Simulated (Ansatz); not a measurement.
Basis-set extrapolation for C$_{4}$H$_{7}$N, SMILES `CCC1=NC1` (PBE0-D4/def2-TZVP geometry, frozen core, Ansatz). Multiplicity 1, RHF reference.

```tsv
	def2-TZVPP	def2-QZVPP
HF	-210.004142	-210.013749
MP2 correlation	-0.867165	-0.922254
CCSD(T) correlation	-0.942406	not run
```

Energies in hartree. Use E(X) = E(∞) + A·exp(−7.88·√X) for Hartree–Fock and E(X) = E(∞) + B·X^(−2.97) for correlation, with X = 3 and 4, and add CCSD(T) minus MP2 of the smaller set to the MP2 limit.

What is the CCSD(T) energy at the basis-set limit?

HF limit: -210.013749 + (-0.009607) × 0.13774 = -210.01507. MP2 limit: -0.922254 + (-0.055089) × 0.74074 = -0.96306. Higher-order term: -0.942406 − (-0.867165) = -0.07524. Total: -211.05337 hartree, 280.5 kJ/mol below CCSD(T)/def2-TZVPP.
